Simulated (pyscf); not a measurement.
Structures and frequencies: ωB97X-D3(BJ)/def2-SVP in PySCF.

PBE/def2-TZVP puts the barrier of `[OH][SiH]` [singlet] + `[H]` [doublet] -> `[O]=[SiH]` [doublet] + `[H][H]` (hydrogen abstraction; doublet surface; H–O broken, H–H formed) at -3.0 kcal/mol and the reaction energy at -24.2 kcal/mol, from the separated reactants. What do PBE0-D3(BJ)/def2-TZVP, M06-2X/def2-TZVP, ωB97M-D3(BJ)/def2-TZVP give on the same structures?

PBE0-D3(BJ): ΔE‡ = 4.4 kcal/mol, ΔE = -19.1 kcal/mol; M06-2X: ΔE‡ = 9.8 kcal/mol, ΔE = -17.6 kcal/mol; ωB97M-D3(BJ): ΔE‡ = 9.6 kcal/mol, ΔE = -17.5 kcal/mol. PBE's barrier lies under all of them, by 7.3 to 12.8 kcal/mol. Its reaction energy lies under all of them, by 5.0 to 6.6 kcal/mol. Low barriers are usual for a GGA, whose delocalisation error favours stretched bonds. At PBE this geometry lies under the reactants; that is no barrier but a single point on another level's saddle; such a level's own saddle, if it has one, lies nearer that side and is low. This is the saddle that the search found; another between the same sides may lie lower. The angle at the transferred H is 174°.
